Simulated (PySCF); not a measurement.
Do core-level shifts follow atomic charges?

Species: 2,3-dihydrothiophene, C4H6S.
Bonds: C1–C2 (double), C2–S3, S3–C4, C4–C5, C1–C5. Hydrogens: H6 on C1; H7 on C2; H8, H9 on C4; H10, H11 on C5.

Binding energies: delta-SCF UKS SCAN, pcX-2 on the ionised atom, pcseg-1 elsewhere, spin-free X2C (PySCF). Charges: PBE0/pcSseg-1 ground-state density, for the ionised atom.

```tsv
atom	environment	C 1s (eV)	Mulliken (e)	IAO (e)	Hirshfeld (e)	ESP (e)
C1	alkene CH carbon	289.93	-0.162	-0.189	-0.071	-0.090
C2	alkene CH carbon	290.73	-0.219	-0.270	-0.075	-0.312
C5	allylic carbon	291.04	-0.171	-0.266	-0.067	-0.012
C4	sp3 carbon bound to sulfur	291.28	-0.332	-0.341	-0.065	-0.086
```

Task: Give the correlation coefficient and slope of binding energy on charge for each scheme.

Result: ESP: r = 0.13, slope 0.6 eV per e; Mulliken: r = -0.68, slope -5.1 eV per e; IAO: r = -0.94, slope -8.9 eV per e. On 4 points no scheme stands out. The Hirshfeld charges vary by under 0.03 e and aren't fitted.

Task: The point-charge model writes a binding energy as kq + V + constant, with V the potential of the other atoms' charges at the site. What does it give with the Mulliken charges?

Result: V = Σ 14.40 eV Å × q/r over all other atoms: -0.14 eV at C1, +0.91 eV at C2, +1.27 eV at C5, +3.66 eV at C4. Fitting binding energy − V to q gives k = 14.0 eV per e and leaves an rms residual of 0.28 eV, against 0.37 eV for the fit on q alone. The model has no term for differences in relaxation between sites.

The structure is a single GFN2-xTB conformer in the gas phase; no vibrational or solvent corrections.
